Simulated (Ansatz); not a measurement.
A made-up structure of CHBO, singlet:

```xyz
4
angstrom
B 0.8289 -0.2917 0.1192
C -0.4191 -0.0884 0.2929
O -1.4388 0.9439 0.3829
H 1.0650 -0.6128 -0.9595
```

It is relaxed with PBE-D4/def2-SVP and then PBE0-D4/def2-TZVP (Ansatz 0.2.0). Atoms count as bonded within 1.22 times the sum of their covalent radii (H–H: 0.88 Å). The end point is not checked to be a true minimum.

Does its bonding change? (Judge from chemistry; the calculation decides.)

The calculation gives: No: no bond forms or breaks.

Where it ends: The first stage lowers the energy by 3.34 eV in 11 steps. It ends as CHBO ([BH][C][O]):
B1  (0.725, -0.306, -0.079)
C2  (-0.558, 0.283, 0.193)
O3  (-1.505, 0.791, 0.634)
H4  (1.374, -0.817, -0.913)
(Å)

Labels in which every atom is bracketed show which atoms are joined, not bond orders.

For scale, one of the runs: PBE0-D4/def2-TZVP relaxation, 99 basis functions, launched by `ansatz run in.yaml --threads 2 --pin off --events-out ev --progress --plain --max-ram 4352MiB`. Hardware: 2 CPU threads of an Intel Xeon Platinum 8488C, shared host. Wall time about 5.5 s.
